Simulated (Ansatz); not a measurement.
Relaxation of FH₄NSi (7 atoms, charge 0, multiplicity 1), to a largest force component of 0.03 eV/Å in at most 50 steps.

Computed with RKS PBE/def2-SVP (Ansatz 0.2.0).

```xyz
7
Properties=species:S:1:pos:R:3:forces:R:3
Si 0.188 -0.072 0.042 0.08 -0.06 -0.64
F 0.099 0.178 1.629 -1.04 0.38 1.56
H 1.627 -0.281 0.162 0.93 -0.29 -0.96
H -0.296 1.135 -0.707 0.02 -0.05 0.02
N -0.672 -1.410 -0.603 0.04 0.00 0.02
H -0.485 -2.374 -0.318 0.00 0.01 0.00
H -1.602 -1.306 -1.010 -0.02 0.01 0.01
```

Question: Where does it end, and by what steps?

Answer: It converged. After 6 steps the energy has fallen by 0.252 eV; F2 moved furthest, 0.25 Å.

| step | energy less start (eV) | largest force component (eV/Å) | accepted |
| --- | --- | --- | --- |
| 0 | 0.0000 | 1.559 | yes |
| 1 | -0.2243 | 0.339 | yes |
| 2 | -0.1382 | 1.124 | no |
| 3 | -0.2409 | 0.566 | yes |
| 4 | -0.2511 | 0.075 | yes |
| 5 | -0.2511 | 0.069 | yes |
| 6 | -0.2516 | 0.012 | yes |

```xyz
7
Properties=species:S:1:pos:R:3
Si 0.203 -0.067 0.067
F -0.143 0.221 1.652
H 1.668 -0.374 0.008
H -0.194 1.168 -0.680
N -0.643 -1.397 -0.627
H -0.393 -2.358 -0.381
H -1.639 -1.323 -0.844
```

Run time: 4.9 s on 1 thread of AMD EPYC 9R45 96-Core Processor (Zen 5), on a shared host, peak memory 0.15 GiB.
